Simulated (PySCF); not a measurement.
**Frontier levels across methods**

C4H5F.
Cartesian coordinates in Å at the PBE0-D3(BJ)/def2-SVP level; atoms count from 1:
```xyz
10
C4H5F angstrom
F      2.4503    0.3583    0.4549
C      1.5744   -0.5531    0.0301
C      0.2737   -0.3434    0.0229
C     -1.0599   -0.8662   -0.2700
C     -0.8613    0.5351    0.2922
H      2.0533   -1.4791   -0.3014
H     -1.4800   -1.6306    0.3933
H     -1.3691   -0.9621   -1.3168
H     -1.0310    1.3871   -0.3755
H     -1.1446    0.7189    1.3345
```

Basis pcSseg-2 throughout (PySCF), one geometry. Isolated species at its PBE0-D3(BJ)/def2-SVP geometry, gas phase.

Task: How do the orbital energies, the gap and the dipole change with the method?

Result: 
```
   method                    kind  HOMO (eV)  LUMO (eV)  gap (eV)  μ (D)  SCF cycles
     BLYP                     GGA      -5.87      -0.73      5.14   1.64          15
    B97-D                     GGA      -5.96      -0.74      5.21   1.62          14
     OPBE                     GGA      -5.96      -0.78      5.19   1.54          14
      PBE                     GGA      -6.00      -0.84      5.16   1.61          14
      KT2                     GGA      -6.01      -0.79      5.23   1.64          15
      KT3                     GGA      -6.04      -0.84      5.20   1.61          15
     BP86                     GGA      -6.09      -0.89      5.20   1.61          14
      LDA                     LDA      -6.17      -1.02      5.15   1.70          14
    B97-2           global hybrid      -6.96       0.06      7.03   1.72          14
    B3LYP           global hybrid      -7.01      -0.14      6.87   1.75          14
     PBE0           global hybrid      -7.22       0.11      7.33   1.73          14
 mPW1PW91           global hybrid      -7.25       0.09      7.34   1.74          14
BHandHLYP           global hybrid      -8.31       1.07      9.38   1.88          12
CAM-B3LYP  range-separated hybrid      -8.58       1.14      9.72   1.82          13
  wB97X-D  range-separated hybrid      -9.06       1.91     10.97   1.75          13
       HF            Hartree–Fock      -9.91       2.73     12.64   1.97          11
  LC-wPBE  range-separated hybrid      -9.94       2.26     12.20   1.79          13
```

The HOMO spans 4.07 eV, from BLYP down to LC-wPBE, and the gap runs from 5.14 eV (BLYP) to 12.64 eV (HF). Over the methods BLYP (0 %), B97-D (0 %), OPBE (0 %), PBE (0 %), KT2 (0 %), KT3 (0 %), BP86 (0 %), LDA (0 %), B97-2 (21 %), B3LYP (20 %), PBE0 (25 %), mPW1PW91 (25 %), BHandHLYP (50 %), HF (100 %), a straight line through the gap against the share of exact exchange rises by 0.77 eV for each 10 % (correlation coefficient 0.998). The dipole ranges from 1.54 D (OPBE) to 1.97 D (HF). This basis has no diffuse functions.
